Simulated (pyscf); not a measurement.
Optimised with ωB97X-D3(BJ)/def2-SVP in PySCF.

Question: Estimate by transition-state theory the rate constant of `[Cl][SiH][Cl]` [doublet] + `[H][H]` → `[Cl][SiH2][Cl]` + `[H]` [doublet] (doublet surface; H–H broken, H–Si formed) at 298 K, with ωB97M-D3(BJ)/def2-TZVP energies (ideal gas, 1 atm, RRHO with modes under 100 cm⁻¹ raised to 100, one conformer, R ln 2 for chiral ones without a mode under 150 cm⁻¹; no tunnelling).

Answer: The electronic barrier is 16.6 kcal/mol and the thermal terms add +5.3, so ΔG‡ = 21.9 kcal/mol. With k_BT/h = 6.21e+12 s⁻¹ and RT = 0.592 kcal/mol, and a volume of 4.06e-20 cm³ per molecule at 1 atm, k = 2.4e-23 cm³ molecule⁻¹ s⁻¹. Wigner's tunnelling factor for 1048i cm⁻¹ would be 2.07, likely too low at so high a frequency. A shift of 1 kcal/mol in the barrier changes k by a factor 5.4. One saddle was located; it need not be the lowest between these sides. The angle at the transferred H is 176°.
